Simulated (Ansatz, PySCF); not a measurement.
Reaction: Cl2 (SMILES ClCl) → Cl2+ (parent SMILES ClCl, doublet) + e-
Each species at its own B3LYP-D3(BJ)/def2-TZVP minimum (Ansatz, an electronic-structure program).

Quantity: adiabatic ionisation energy (0 K, zero-point energies from PySCF's Hessians at B3LYP-D3(BJ)/def2-TZVP), in eV. Radicals and triplets start from unrestricted determinants; spin-orbit coupling is neglected. CBS(X,Y): correlation extrapolated as X^-3, Hartree-Fock from the larger set (Q,5: extrapolated as (X+1)exp(-9√X)). A bracket is a step between two methods taken in the basis named. The functionals are non-relativistic, so their misses hold any scalar relativity. Double hybrids freeze cores in their MP2 part. 'core' is core correlation in cc-pwCVTZ (1s frozen past Ne), 'X2C' scalar relativity in cc-pVTZ-DK, both at CCSD(T).

Measured: 11.48 eV (CCCBDB table in ASE).

What does PBE/def2-TZVPD (Ansatz) give here, and how do the other levels compare?

PBE gives 11.14 eV, 0.34 eV below it. Errors of the others: r2SCAN/def2-TZVPD (Ansatz) -0.22; B3LYP/def2-TZVPD (Ansatz) -0.11; PBE0/def2-TZVPD (Ansatz) -0.16; wB97M-V/def2-TZVPD (Ansatz) -0.07; B2PLYP/def2-TZVPD (Ansatz) -0.15; CCSD(T)/CBS(cc-pV(Q+d)Z,cc-pV(5+d)Z) + core + X2C (Ansatz) 0.07; CCSD(T)/CBS(cc-pV(Q+d)Z,cc-pV(5+d)Z) + [CCSDT(Q) - CCSD(T)]/cc-pV(T+d)Z + core + X2C (Ansatz) 0.05 eV. Nearer than PBE: r2SCAN/def2-TZVPD, B3LYP/def2-TZVPD, PBE0/def2-TZVPD, wB97M-V/def2-TZVPD, B2PLYP/def2-TZVPD, CCSD(T)/CBS(cc-pV(Q+d)Z,cc-pV(5+d)Z) + core + X2C, CCSD(T)/CBS(cc-pV(Q+d)Z,cc-pV(5+d)Z) + [CCSDT(Q) - CCSD(T)]/cc-pV(T+d)Z + core + X2C.
